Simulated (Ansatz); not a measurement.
# AlH6NS: the cost of one run

The runs use Ansatz 0.2.0, Gaussian basis; PBE0-D4/def2-SVP.

### Step 1. Starting geometry

The start, a first-order saddle point found at PBE0-D4 in triple zeta: 9 atoms, charge 0, spin multiplicity 1.

Atoms are counted from 1 here; the program's logs count them from 0.

Bond lengths: Al1–S2 2.527 Å, Al1–H3 1.588 Å, Al1–H4 1.586 Å, Al1–N6 1.860 Å, S2–H5 1.452 Å, S2–H7 1.344 Å, N6–H8 1.011 Å, N6–H9 1.011 Å. Angles: S2–Al1–H3 104.1°, S2–Al1–H4 103.8°, S2–Al1–N6 83.8°, H3–Al1–H4 124.7°, H3–Al1–N6 114.9°, H4–Al1–N6 114.7°, Al1–S2–H5 59.8°, Al1–S2–H7 93.5°, H5–S2–H7 92.4°, Al1–N6–H8 120.5°, Al1–N6–H9 120.4°, H8–N6–H9 108.4°.

Geometry (Å):

```xyz
9

Al   -0.79205   -0.11239   -0.64048
S     1.01987    1.63684   -0.43113
H    -0.33256   -0.99987   -1.87518
H    -2.13630    0.72792   -0.58226
H     0.82751    0.65538    0.62149
N    -0.15687   -0.67992    1.01270
H     1.93975    0.87643   -1.04814
H     0.34463   -1.55362    1.09653
H    -0.71405   -0.55068    1.84648
```

### Step 2. The run

md/in.yaml reads:

```yaml
crystal:
  periodic: [false, false, false]
  atoms:
    - {symbol: Al, position_ang: [-0.792055, -0.112389, -0.640483]}
    - {symbol: S, position_ang: [1.019869, 1.636838, -0.431132]}
    - {symbol: H, position_ang: [-0.332564, -0.999866, -1.875180]}
    - {symbol: H, position_ang: [-2.136303, 0.727921, -0.582258]}
    - {symbol: H, position_ang: [0.827507, 0.655375, 0.621488]}
    - {symbol: N, position_ang: [-0.156875, -0.679916, 1.012701]}
    - {symbol: H, position_ang: [1.939749, 0.876428, -1.048138]}
    - {symbol: H, position_ang: [0.344627, -1.553616, 1.096526]}
    - {symbol: H, position_ang: [-0.714055, -0.550675, 1.846476]}
basis:
  gaussian: {orbitals: def2-SVP}
hamiltonian: {xc: pbe0, dispersion: d4}
md: {n_steps: 60, timestep: 1.0, temperature: 500, ensemble: nve, seed: 517, initial_velocities: maxwell_boltzmann}
```

Run with:

```console
> ansatz run in.yaml --threads 2 --pin off --events-out ev --progress --plain --max-ram 4352MiB
```

**Question.** How long does this run take on 2 threads of Arm Neoverse V1, shared host?

About 92 s.
